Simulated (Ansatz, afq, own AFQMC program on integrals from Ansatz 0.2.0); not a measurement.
**SiGeH$_{2}$, singlet: AFQMC among the cluster methods**

```yaml
atoms:
  - { symbol: Si, position_ang: [0.0000, 0.0000, 1.6381] }
  - { symbol: Ge, position_ang: [0.0000, 0.0000, -0.7039] }
  - { symbol: H, position_ang: [0.0000, 1.1919, 2.5412] }
  - { symbol: H, position_ang: [0.0000, -1.1919, 2.5412] }
```

Connectivity, by distances: SiH2–Ge.

Basis cc-pVDZ. Noble-gas cores (and the filled d shells of Ga–Kr and In–Xe) are frozen. AFQMC by an in-house program on the Cholesky factors that Ansatz 0.2.0 writes for its CCSD(T) run. ph-AFQMC/CISD is guided by a CISD state made of CCSD amplitudes; releasing the constraint for a short imaginary time cuts its bias at the price of noise, slowly where states lie close. Free AFQMC starts from the CCSD state and is never constrained. Its projection time is finite, and what remains of the start isn't in its error. Uncertainties: one standard error, sampling alone. No spin–orbit coupling.

Determinant: RHF, the one that the program's search chose, which needn't be the lowest solution. The geometry is a PBE0/def2-TZVP stationary point of this or a neighbouring charge and spin state.

No full CI on the walks' own integrals is used here; CCSDT(Q) serves as the reference and is uncertain by about the last step of the cluster series.

Cautions: no relativity below Rb; no spin-orbit coupling; inner d shell frozen; restricted determinant unstable towards unrestricted (UHF 310 meV lower, ⟨S²⟩ 1.00); strong correlation (T1 0.021, weight of the determinant 0.83, largest double 0.19).

- T1 diagnostic: 0.0214
- weight of the determinant in the CISD state: 0.834
- size of the correlated space: 10 electrons in 36 orbitals

Reference: CCSDT(Q), correlation energy -5.922 eV. The released energy is read at 2.40 1/Eh (meV from the phaseless value at times in 1/Eh: -8 ± 12 at 0.24, -10 ± 11 at 0.51, -22 ± 11 at 0.99, -68 ± 14 at 1.62, -44 ± 14 at 2.40).

| level | E − E(reference) (kJ/mol) | share of correlation (%) |
| --- | --- | --- |
| HF | 571.4 | 0.00 |
| MP2 | 130.1 | 77.24 |
| CCSD | 29.1 | 94.91 |
| CCSD(T) | 5.6 | 99.02 |
| CCSDT | 2.0 | 99.65 |
| ph-AFQMC/HF | 4.6 ± 5.7 | 99.20 |
| ph-AFQMC/CISD | 4.1 ± 1.0 | 99.28 |
| released AFQMC | -0.1 ± 1.4 | 100.02 |
| free AFQMC | 2.1 ± 1.2 | 99.64 |

Free projections are given only where their last times agree within the noise and don't stop above the reference; a slow remainder of the start can still hide under it. A walk keeps the symmetry of its determinant, which the program's search chose and which needn't be the lowest solution, so a lower state of the same spin and another symmetry isn't excluded. Released energies are given only where the last usable release times agree within the noise; a slower fall can still hide under it.
